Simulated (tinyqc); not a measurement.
UHF in the sto-6g basis, for H2F+, spin multiplicity 1, step by step (part 1 of 2). Computed by tinyqc, a small Python program that keeps every step (integrals from PySCF). Settings: charge = 1, multiplicity = 1, basis = sto-6g, energy threshold = 1e-10, iteration cap = 60, orthogonalisation = symmetric, start = Wolfsberg-Helmholz matrix, DIIS depth = 6, DIIS from iteration = 2, method = UHF, break = 0.2. Command: `OMP_NUM_THREADS=1 python tinyqc.py 25225 25226 out.jsonl` (the two numbers bound the seeds that draw the settings). One thread of a shared host (Intel(R) Xeon(R) Processor @ 2.60GHz), about 0.1 s of CPU time with the checks. Later iterations appear only in the table of the cycle.

## One-electron integrals

Geometry (angstrom):
```
atom        x         y        z
F     0.00000   0.00000  0.00000
H     0.00000   1.01800  0.77700
H     0.00000  -1.01800  0.77700
```

Basis sto-6g: exponents (1/bohr^2) and contraction coefficients of normalised primitives:
```
element  l (shell)    exponent  coefficient
F            s (1)  1728.62657      0.00916
F            s (1)   316.94179      0.04936
F            s (1)    88.66889      0.16854
F            s (1)    30.46016      0.37056
F            s (1)    11.82857      0.41649
F            s (1)     4.87166      0.13033
F            s (2)    67.03228     -0.01325
F            s (2)    13.26744     -0.04699
F            s (2)     4.12351     -0.03379
F            s (2)     1.58646      0.25024
F            s (2)     0.68900      0.59512
F            s (2)     0.31582      0.24071
F            p (3)    67.03228      0.00376
F            p (3)    13.26744      0.03768
F            p (3)     4.12351      0.17390
F            p (3)     1.58646      0.41804
F            p (3)     0.68900      0.42586
F            p (3)     0.31582      0.10171
H            s (1)    35.52322      0.00916
H            s (1)     6.51314      0.04936
H            s (1)     1.82214      0.16854
H            s (1)     0.62596      0.37056
H            s (1)     0.24308      0.41649
H            s (1)     0.10011      0.13033
```

Overlap, kinetic and nuclear-attraction integrals over the contracted functions; the nuclear repulsion is the sum of Za Zb / Rab.

nuclear repulsion = 7.6977137 hartree

overlap S:
```
          1F 1s    1F 2s   1F 2px    1F 2py   1F 2pz    2H 1s     3H 1s
1F 1s   1.00000  0.23248  0.00000   0.00000  0.00000  0.02182   0.02182
1F 2s   0.23248  1.00000  0.00000   0.00000  0.00000  0.24938   0.24938
1F 2px  0.00000  0.00000  1.00000   0.00000  0.00000  0.00000   0.00000
1F 2py  0.00000  0.00000  0.00000   1.00000  0.00000  0.17345  -0.17345
1F 2pz  0.00000  0.00000  0.00000   0.00000  1.00000  0.13238   0.13238
2H 1s   0.02182  0.24938  0.00000   0.17345  0.13238  1.00000   0.11317
3H 1s   0.02182  0.24938  0.00000  -0.17345  0.13238  0.11317   1.00000
```

kinetic energy T (hartree):
```
           1F 1s     1F 2s   1F 2px    1F 2py   1F 2pz     2H 1s     3H 1s
1F 1s   37.39773  -1.14335  0.00000   0.00000  0.00000  -0.00546  -0.00546
1F 2s   -1.14335   1.08230  0.00000   0.00000  0.00000   0.00901   0.00901
1F 2px   0.00000   0.00000  3.25133   0.00000  0.00000   0.00000   0.00000
1F 2py   0.00000   0.00000  0.00000   3.25133  0.00000   0.05630  -0.05630
1F 2pz   0.00000   0.00000  0.00000   0.00000  3.25133   0.04298   0.04298
2H 1s   -0.00546   0.00901  0.00000   0.05630  0.04298   0.76852  -0.01186
3H 1s   -0.00546   0.00901  0.00000  -0.05630  0.04298  -0.01186   0.76852
```

nuclear attraction V (hartree):
```
            1F 1s      1F 2s     1F 2px     1F 2py     1F 2pz     2H 1s     3H 1s
1F 1s   -78.64887   -8.05784    0.00000    0.00000   -0.00991  -0.86340  -0.86340
1F 2s    -8.05784  -12.30140    0.00000    0.00000   -0.11679  -2.16811  -2.16811
1F 2px    0.00000    0.00000  -12.26882    0.00000    0.00000   0.00000   0.00000
1F 2py    0.00000    0.00000    0.00000  -12.32962    0.00000  -1.29056   1.29056
1F 2pz   -0.00991   -0.11679    0.00000    0.00000  -12.30424  -1.00820  -1.00820
2H 1s    -0.86340   -2.16811    0.00000   -1.29056   -1.00820  -5.18143  -0.65741
3H 1s    -0.86340   -2.16811    0.00000    1.29056   -1.00820  -0.65741  -5.18143
```

core Hamiltonian H = T + V (hartree):
```
            1F 1s      1F 2s    1F 2px    1F 2py    1F 2pz     2H 1s     3H 1s
1F 1s   -41.25114   -9.20119   0.00000   0.00000  -0.00991  -0.86885  -0.86885
1F 2s    -9.20119  -11.21910   0.00000   0.00000  -0.11679  -2.15910  -2.15910
1F 2px    0.00000    0.00000  -9.01749   0.00000   0.00000   0.00000   0.00000
1F 2py    0.00000    0.00000   0.00000  -9.07830   0.00000  -1.23426   1.23426
1F 2pz   -0.00991   -0.11679   0.00000   0.00000  -9.05292  -0.96523  -0.96523
2H 1s    -0.86885   -2.15910   0.00000  -1.23426  -0.96523  -4.41291  -0.66927
3H 1s    -0.86885   -2.15910   0.00000   1.23426  -0.96523  -0.66927  -4.41291
```

## Two-electron integrals

Functions are numbered as in S; the eight-fold symmetry (ij|kl) = (ji|kl) = (kl|ij) leaves the list below.

Two-electron integrals (ij|kl) in chemists' order, unique and non-zero (hartree):
```
(11|11) 5.40624    (21|11) 0.76813    (21|21) 0.13891    (22|11) 1.26627
(22|21) 0.28399    (22|22) 0.92637    (31|31) 0.02945    (32|31) 0.04468
(32|32) 0.20475    (33|11) 1.26627    (33|21) 0.28399    (33|22) 0.92637
(33|33) 0.99808    (41|41) 0.02945    (42|41) 0.04468    (42|42) 0.20475
(43|43) 0.05379    (44|11) 1.26627    (44|21) 0.28399    (44|22) 0.92637
(44|33) 0.89051    (44|44) 0.99808    (51|51) 0.02945    (52|51) 0.04468
(52|52) 0.20475    (53|53) 0.05379    (54|54) 0.05379    (55|11) 1.26627
(55|21) 0.28399    (55|22) 0.92637    (55|33) 0.89051    (55|44) 0.89051
(55|55) 0.99808    (61|11) 0.07662    (61|21) 0.01329    (61|22) 0.02663
(61|33) 0.02658    (61|41) 0.00046    (61|42) 0.00090    (61|44) 0.02667
(61|51) 0.00035    (61|52) 0.00069    (61|54) 0.00006    (61|55) 0.02663
(61|61) 0.00129    (62|11) 0.21197    (62|21) 0.04834    (62|22) 0.17818
(62|33) 0.17561    (62|41) 0.00279    (62|42) 0.02185    (62|44) 0.18048
(62|51) 0.00213    (62|52) 0.01668    (62|54) 0.00372    (62|55) 0.17845
(62|61) 0.00464    (62|62) 0.04425    (63|31) 0.00513    (63|32) 0.03016
(63|43) 0.00448    (63|53) 0.00342    (63|63) 0.00618    (64|11) 0.12151
(64|21) 0.02808    (64|22) 0.11055    (64|33) 0.10609    (64|41) 0.00649
(64|42) 0.04252    (64|44) 0.11784    (64|51) 0.00104    (64|52) 0.00943
(64|54) 0.00555    (64|55) 0.10771    (64|61) 0.00280    (64|62) 0.03369
(64|64) 0.03154    (65|11) 0.09274    (65|21) 0.02143    (65|22) 0.08438
(65|33) 0.08097    (65|41) 0.00104    (65|42) 0.00943    (65|44) 0.08311
(65|51) 0.00592    (65|52) 0.03736    (65|54) 0.00611    (65|55) 0.08905
(65|61) 0.00214    (65|62) 0.02571    (65|64) 0.01935    (65|65) 0.02095
(66|11) 0.40899    (66|21) 0.09499    (66|22) 0.40359    (66|33) 0.39182
(66|41) 0.00604    (66|42) 0.06736    (66|44) 0.41413    (66|51) 0.00461
(66|52) 0.05141    (66|54) 0.01703    (66|55) 0.40482    (66|61) 0.00915
(66|62) 0.13688    (66|64) 0.12044    (66|65) 0.09192    (66|66) 0.77500
(71|11) 0.07662    (71|21) 0.01329    (71|22) 0.02663    (71|33) 0.02658
(71|41) -0.00046   (71|42) -0.00090   (71|44) 0.02667    (71|51) 0.00035
(71|52) 0.00069    (71|54) -0.00006   (71|55) 0.02663    (71|61) 0.00128
(71|62) 0.00451    (71|64) 0.00251    (71|65) 0.00208    (71|66) 0.00885
(71|71) 0.00129    (72|11) 0.21197    (72|21) 0.04834    (72|22) 0.17818
(72|33) 0.17561    (72|41) -0.00279   (72|42) -0.02185   (72|44) 0.18048
(72|51) 0.00213    (72|52) 0.01668    (72|54) -0.00372   (72|55) 0.17845
(72|61) 0.00451    (72|62) 0.03553    (72|64) 0.01886    (72|65) 0.02009
(72|66) 0.08802    (72|71) 0.00464    (72|72) 0.04425    (73|31) 0.00513
(73|32) 0.03016    (73|43) -0.00448   (73|53) 0.00342    (73|63) 0.00478
(73|73) 0.00618    (74|11) -0.12151   (74|21) -0.02808   (74|22) -0.11055
(74|33) -0.10609   (74|41) 0.00649    (74|42) 0.04252    (74|44) -0.11784
(74|51) -0.00104   (74|52) -0.00943   (74|54) 0.00555    (74|55) -0.10771
(74|61) -0.00251   (74|62) -0.01886   (74|64) -0.00560   (74|65) -0.01048
(74|66) -0.04433   (74|71) -0.00280   (74|72) -0.03369   (74|74) 0.03154
(75|11) 0.09274    (75|21) 0.02143    (75|22) 0.08438    (75|33) 0.08097
(75|41) -0.00104   (75|42) -0.00943   (75|44) 0.08311    (75|51) 0.00592
(75|52) 0.03736    (75|54) -0.00611   (75|55) 0.08905    (75|61) 0.00208
(75|62) 0.02009    (75|64) 0.01048    (75|65) 0.01595    (75|66) 0.05440
(75|71) 0.00214    (75|72) 0.02571    (75|74) -0.01935   (75|75) 0.02095
(76|11) 0.05945    (76|21) 0.01373    (76|22) 0.05600    (76|33) 0.05491
(76|44) 0.05577    (76|51) 0.00091    (76|52) 0.00893    (76|55) 0.05731
(76|61) 0.00130    (76|62) 0.01449    (76|64) 0.00974    (76|65) 0.00965
(76|66) 0.05212    (76|71) 0.00130    (76|72) 0.01449    (76|74) -0.00974
(76|75) 0.00965    (76|76) 0.00646    (77|11) 0.40899    (77|21) 0.09499
(77|22) 0.40359    (77|33) 0.39182    (77|41) -0.00604   (77|42) -0.06736
(77|44) 0.41413    (77|51) 0.00461    (77|52) 0.05141    (77|54) -0.01703
(77|55) 0.40482    (77|61) 0.00885    (77|62) 0.08802    (77|64) 0.04433
(77|65) 0.05440    (77|66) 0.25911    (77|71) 0.00915    (77|72) 0.13688
(77|74) -0.12044   (77|75) 0.09192    (77|76) 0.05212    (77|77) 0.77500
```

## Orthogonalisation

S = U s U^T; symmetric (Loewdin) form X = U s^(-1/2) U^T, so that X^T S X = 1.

eigenvalues of S: 0.60004  0.69168  0.90395  1.00000  1.09611  1.19515  1.51307

X:
```
           1F 1s     1F 2s   1F 2px    1F 2py    1F 2pz     2H 1s     3H 1s
1F 1s    1.02180  -0.12586  0.00000   0.00000  -0.00285   0.01171   0.01171
1F 2s   -0.12586   1.07120  0.00000   0.00000   0.02597  -0.12929  -0.12929
1F 2px   0.00000   0.00000  1.00000   0.00000   0.00000   0.00000   0.00000
1F 2py   0.00000   0.00000  0.00000   1.02623   0.00000  -0.09910   0.09910
1F 2pz  -0.00285   0.02597  0.00000   0.00000   1.01347  -0.06731  -0.06731
2H 1s    0.01171  -0.12929  0.00000  -0.09910  -0.06731   1.04764  -0.04325
3H 1s    0.01171  -0.12929  0.00000   0.09910  -0.06731  -0.04325   1.04764
```

## Starting guess

The start is the generalised Wolfsberg-Helmholz matrix (K = 1.75) built on H, with HOMO and LUMO mixed by +/-0.2 rad for the two spins; D(s) = C_occ C_occ^T for each spin.

D(alpha) at the start:
```
           1F 1s     1F 2s    1F 2px    1F 2py    1F 2pz     2H 1s     3H 1s
1F 1s    1.04485  -0.19338   0.00000   0.00000   0.02189  -0.04718  -0.04718
1F 2s   -0.19338   0.84900   0.00000   0.00000  -0.08305   0.14462   0.14462
1F 2px   0.00000   0.00000   0.96053  -0.07604   0.00000   0.15028  -0.15028
1F 2py   0.00000   0.00000  -0.07604   0.92630   0.00000   0.07970  -0.07970
1F 2pz   0.02189  -0.08305   0.00000   0.00000   0.96794   0.04590   0.04590
2H 1s   -0.04718   0.14462   0.15028   0.07970   0.04590   0.06123  -0.00403
3H 1s   -0.04718   0.14462  -0.15028  -0.07970   0.04590  -0.00403   0.06123
```

D(beta) at the start:
```
           1F 1s     1F 2s    1F 2px    1F 2py    1F 2pz     2H 1s     3H 1s
1F 1s    1.04485  -0.19338   0.00000   0.00000   0.02189  -0.04718  -0.04718
1F 2s   -0.19338   0.84900   0.00000   0.00000  -0.08305   0.14462   0.14462
1F 2px   0.00000   0.00000   0.96053   0.07604   0.00000  -0.15028   0.15028
1F 2py   0.00000   0.00000   0.07604   0.92630   0.00000   0.07970  -0.07970
1F 2pz   0.02189  -0.08305   0.00000   0.00000   0.96794   0.04590   0.04590
2H 1s   -0.04718   0.14462  -0.15028   0.07970   0.04590   0.06123  -0.00403
3H 1s   -0.04718   0.14462   0.15028  -0.07970   0.04590  -0.00403   0.06123
```

## Iteration 1: building the Fock matrix

J_ij = sum D_kl (ij|kl) with D = D(alpha) + D(beta), K_ij = sum D_kl (ik|jl) for each spin; F = H + J - K(s); E = tr D H + tr D J / 2 - 0.5 sum_s tr D(s) K(s) + E_nn.

Coulomb J (hartree):
```
           1F 1s     1F 2s   1F 2px    1F 2py    1F 2pz    2H 1s     3H 1s
1F 1s   20.51031   3.70108  0.00000   0.00000  -0.00598  0.35632   0.35632
1F 2s    3.70108   9.68407  0.00000   0.00000  -0.01289  1.81685   1.81685
1F 2px   0.00000   0.00000  9.67608   0.00000   0.00000  0.00000   0.00000
1F 2py   0.00000   0.00000  0.00000   9.68805   0.00000  1.11423  -1.11423
1F 2pz  -0.00598  -0.01289  0.00000   0.00000   9.68809  0.85026   0.85026
2H 1s    0.35632   1.81685  0.00000   1.11423   0.85026  4.08532   0.56425
3H 1s    0.35632   1.81685  0.00000  -1.11423   0.85026  0.56425   4.08532
```

exchange K(alpha) (hartree):
```
          1F 1s     1F 2s    1F 2px    1F 2py    1F 2pz    2H 1s     3H 1s
1F 1s   5.54725   0.90131   0.00000   0.00000   0.00209  0.09065   0.09065
1F 2s   0.90131   1.51543   0.00000   0.00000  -0.03485  0.34001   0.34001
1F 2px  0.00000   0.00000   1.26716  -0.03857   0.00000  0.04244  -0.04244
1F 2py  0.00000   0.00000  -0.03857   1.28145   0.00000  0.18783  -0.18783
1F 2pz  0.00209  -0.03485   0.00000   0.00000   1.29614  0.13721   0.13721
2H 1s   0.09065   0.34001   0.04244   0.18783   0.13721  0.20558   0.07572
3H 1s   0.09065   0.34001  -0.04244  -0.18783   0.13721  0.07572   0.20558
```

exchange K(beta) (hartree):
```
          1F 1s     1F 2s    1F 2px    1F 2py    1F 2pz     2H 1s     3H 1s
1F 1s   5.54725   0.90131   0.00000   0.00000   0.00209   0.09065   0.09065
1F 2s   0.90131   1.51543   0.00000   0.00000  -0.03485   0.34001   0.34001
1F 2px  0.00000   0.00000   1.26716   0.03857   0.00000  -0.04244   0.04244
1F 2py  0.00000   0.00000   0.03857   1.28145   0.00000   0.18783  -0.18783
1F 2pz  0.00209  -0.03485   0.00000   0.00000   1.29614   0.13721   0.13721
2H 1s   0.09065   0.34001  -0.04244   0.18783   0.13721   0.20558   0.07572
3H 1s   0.09065   0.34001   0.04244  -0.18783   0.13721   0.07572   0.20558
```

F(alpha) (hartree):
```
            1F 1s     1F 2s    1F 2px    1F 2py    1F 2pz     2H 1s     3H 1s
1F 1s   -26.28808  -6.40142   0.00000   0.00000  -0.01797  -0.60318  -0.60318
1F 2s    -6.40142  -3.05046   0.00000   0.00000  -0.09483  -0.68226  -0.68226
1F 2px    0.00000   0.00000  -0.60858   0.03857   0.00000  -0.04244   0.04244
1F 2py    0.00000   0.00000   0.03857  -0.67170   0.00000  -0.30785   0.30785
1F 2pz   -0.01797  -0.09483   0.00000   0.00000  -0.66096  -0.25218  -0.25218
2H 1s    -0.60318  -0.68226  -0.04244  -0.30785  -0.25218  -0.53317  -0.18075
3H 1s    -0.60318  -0.68226   0.04244   0.30785  -0.25218  -0.18075  -0.53317
```

F(beta) (hartree):
```
            1F 1s     1F 2s    1F 2px    1F 2py    1F 2pz     2H 1s     3H 1s
1F 1s   -26.28808  -6.40142   0.00000   0.00000  -0.01797  -0.60318  -0.60318
1F 2s    -6.40142  -3.05046   0.00000   0.00000  -0.09483  -0.68226  -0.68226
1F 2px    0.00000   0.00000  -0.60858  -0.03857   0.00000   0.04244  -0.04244
1F 2py    0.00000   0.00000  -0.03857  -0.67170   0.00000  -0.30785   0.30785
1F 2pz   -0.01797  -0.09483   0.00000   0.00000  -0.66096  -0.25218  -0.25218
2H 1s    -0.60318  -0.68226   0.04244  -0.30785  -0.25218  -0.53317  -0.18075
3H 1s    -0.60318  -0.68226  -0.04244   0.30785  -0.25218  -0.18075  -0.53317
```

total energy of this density = -99.3085126 hartree

## Iteration 1: diagonalisation and new density

Diagonalise F' = X^T F X, C = X C', fill 5 alpha and 5 beta electrons from the bottom; D(s) = C_occ C_occ^T. Each column has its largest component positive (the first on a tie).

F' = X^T F X (alpha) (hartree):
```
           1         2         3         4         5         6         7
1  -25.87381  -3.19233   0.00000   0.00000  -0.02422  -0.04698  -0.04698
2   -3.19233  -1.87802   0.00000   0.00000  -0.02511  -0.31213  -0.31213
3    0.00000   0.00000  -0.60858   0.04799   0.00000  -0.05012   0.05012
4    0.00000   0.00000   0.04799  -0.58908   0.00000  -0.24427   0.24427
5   -0.02422  -0.02511   0.00000   0.00000  -0.61845  -0.17343  -0.17343
6   -0.04698  -0.31213  -0.05012  -0.24427  -0.17343  -0.35255  -0.05309
7   -0.04698  -0.31213   0.05012   0.24427  -0.17343  -0.05309  -0.35255
```

orbital energies (alpha) (hartree): MO1 -26.29186, MO2 -1.62385, MO3 -0.81885, MO4 -0.71497, MO5 -0.62184, MO6 -0.14525, MO7 -0.05643

coefficients C (alpha):
```
             MO1       MO2       MO3       MO4       MO5       MO6       MO7
1F 1s    0.99690  -0.23595   0.00000   0.06300   0.00000   0.08215   0.00000
1F 2s    0.01334   0.94317   0.00000  -0.30552   0.00000  -0.46295   0.00000
1F 2px   0.00000   0.00000  -0.00354   0.00000   0.98819   0.00000  -0.15319
1F 2py   0.00000   0.00000   0.77714   0.00000  -0.10217   0.00000  -0.67706
1F 2pz   0.00121   0.09776   0.00000   0.86557   0.00000  -0.52734   0.00000
2H 1s   -0.00185   0.11998   0.34439   0.23673   0.10802   0.67479   0.68889
3H 1s   -0.00185   0.11998  -0.34439   0.23673  -0.10802   0.67479  -0.68889
```

F' = X^T F X (beta) (hartree):
```
           1         2         3         4         5         6         7
1  -25.87381  -3.19233   0.00000   0.00000  -0.02422  -0.04698  -0.04698
2   -3.19233  -1.87802   0.00000   0.00000  -0.02511  -0.31213  -0.31213
3    0.00000   0.00000  -0.60858  -0.04799   0.00000   0.05012  -0.05012
4    0.00000   0.00000  -0.04799  -0.58908   0.00000  -0.24427   0.24427
5   -0.02422  -0.02511   0.00000   0.00000  -0.61845  -0.17343  -0.17343
6   -0.04698  -0.31213   0.05012  -0.24427  -0.17343  -0.35255  -0.05309
7   -0.04698  -0.31213  -0.05012   0.24427  -0.17343  -0.05309  -0.35255
```

orbital energies (beta) (hartree): MO1 -26.29186, MO2 -1.62385, MO3 -0.81885, MO4 -0.71497, MO5 -0.62184, MO6 -0.14525, MO7 -0.05643

coefficients C (beta):
```
             MO1       MO2       MO3       MO4       MO5       MO6       MO7
1F 1s    0.99690  -0.23595   0.00000   0.06300   0.00000   0.08215   0.00000
1F 2s    0.01334   0.94317   0.00000  -0.30552   0.00000  -0.46295   0.00000
1F 2px   0.00000   0.00000   0.00354   0.00000   0.98819   0.00000   0.15319
1F 2py   0.00000   0.00000   0.77714   0.00000   0.10217   0.00000  -0.67706
1F 2pz   0.00121   0.09776   0.00000   0.86557   0.00000  -0.52734   0.00000
2H 1s   -0.00185   0.11998   0.34439   0.23673  -0.10802   0.67479   0.68889
3H 1s   -0.00185   0.11998  -0.34439   0.23673   0.10802   0.67479  -0.68889
```

D(alpha) after iteration 1:
```
           1F 1s     1F 2s    1F 2px    1F 2py    1F 2pz     2H 1s     3H 1s
1F 1s    1.05346  -0.22849   0.00000   0.00000   0.03268  -0.01524  -0.01524
1F 2s   -0.22849   0.98309   0.00000   0.00000  -0.17223   0.04081   0.04081
1F 2px   0.00000   0.00000   0.97653  -0.10372   0.00000   0.10553  -0.10553
1F 2py   0.00000   0.00000  -0.10372   0.61438   0.00000   0.25660  -0.25660
1F 2pz   0.03268  -0.17223   0.00000   0.00000   0.75877   0.21663   0.21663
2H 1s   -0.01524   0.04081   0.10553   0.25660   0.21663   0.20071  -0.05983
3H 1s   -0.01524   0.04081  -0.10553  -0.25660   0.21663  -0.05983   0.20071
```

D(beta) after iteration 1:
```
           1F 1s     1F 2s    1F 2px    1F 2py    1F 2pz     2H 1s     3H 1s
1F 1s    1.05346  -0.22849   0.00000   0.00000   0.03268  -0.01524  -0.01524
1F 2s   -0.22849   0.98309   0.00000   0.00000  -0.17223   0.04081   0.04081
1F 2px   0.00000   0.00000   0.97653   0.10372   0.00000  -0.10553   0.10553
1F 2py   0.00000   0.00000   0.10372   0.61438   0.00000   0.25660  -0.25660
1F 2pz   0.03268  -0.17223   0.00000   0.00000   0.75877   0.21663   0.21663
2H 1s   -0.01524   0.04081  -0.10553   0.25660   0.21663   0.20071  -0.05983
3H 1s   -0.01524   0.04081   0.10553  -0.25660   0.21663  -0.05983   0.20071
```
